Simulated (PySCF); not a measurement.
BeH, SMILES [BeH+], charge +1.

Coordinates come from a PBE0-D3(BJ)/def2-TZVPD optimisation. The spin state was assumed, not searched.

Calculation: PBE0/def2-TZVPD (PySCF).

The molecule is in vacuum.

| Item | Value |
|---|---|
| total energy | -14.91454 hartree |
| point group | C∞v |
| highest occupied level | -17.11 eV |
| lowest empty level | -10.55 eV |
| orbital gap | 6.56 eV |
| dipole moment about the centre of nuclear charge | 0.739 e·Å |
| mean static polarisability | 12.5 bohr³ (1.85 Å³) |
| polarisability, principal values | 11.6, 11.6, 14.3 bohr³ |
